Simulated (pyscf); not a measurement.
PySCF, gas phase, ωB97X-D3(BJ)/def2-SVP geometries.

Question: Estimate the classical barrier height and the reaction energy of •H₂C–SH → H₃C–S• at ωB97X-D3(BJ)/def2-TZVP. The step runs on the doublet surface, breaks H–S and forms C–H; take the reactant's lowest minimum found as zero.

Answer: ΔE‡ = 30.9 kcal/mol, ΔE = -10.4 kcal/mol. CCSD(T)/def2-TZVPP + ΔMP2(QZVPP) gives 30.0 kcal/mol and -10.6 kcal/mol. Zero-point energy shifts the barrier by -1.2 kcal/mol. It is a hydrogen shift, with an imaginary mode of 1627i cm⁻¹. One saddle was located; it need not be the lowest between these sides. The CCSD(T) − MP2 part came from Ansatz, without density fitting, on the same reference.
